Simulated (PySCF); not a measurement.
Geometries of 2 isomers of C3H7NO, from PBE0-D3(BJ)/def2-SVP geometry optimisation, gas phase (PySCF). One conformer each, no zero-point energy, no frequencies.

Question: Which isomer lies lower at this level?
A.
```xyz
12
angstrom
C      1.866    0.091    0.306
N      0.531   -0.397    0.079
C     -0.525    0.459    0.050
C     -1.872   -0.173   -0.229
O     -0.386    1.655    0.214
H      2.134    0.863   -0.432
H      1.966    0.547    1.304
H      2.578   -0.741    0.225
H      0.375   -1.386   -0.046
H     -2.624    0.317    0.404
H     -1.897   -1.258   -0.056
H     -2.146    0.024   -1.276
```
B.
```xyz
12
angstrom
C     -1.402   -0.274   -0.562
C     -0.479    0.556    0.316
N      0.913    0.465   -0.062
C      1.744   -0.466    0.467
O      1.436   -1.264    1.322
H     -1.346    0.040   -1.616
H     -1.128   -1.337   -0.504
H     -2.447   -0.171   -0.233
H     -0.545    0.210    1.358
H     -0.776    1.617    0.304
H      1.260    1.037   -0.821
H      2.771   -0.412    0.030
```

Answer: A. That is N-methylacetamide (`CNC(C)=O`), 3.3 kcal/mol below the other.

| SMILES | atoms numbered as above | E (Eh) | relative (kcal/mol) | relative (kJ/mol) | dipole (D) |
| --- | --- | --- | --- | --- | --- |
| CNC(C)=O | [CH3:1][NH:2][C:3]([CH3:4])=[O:5] | -248.06440 | 0.0 | 0.0 | 3.76 |
| CCNC=O | [CH3:1][CH2:2][NH:3][CH:4]=[O:5] | -248.05907 | 3.3 | 14.0 | 3.74 |
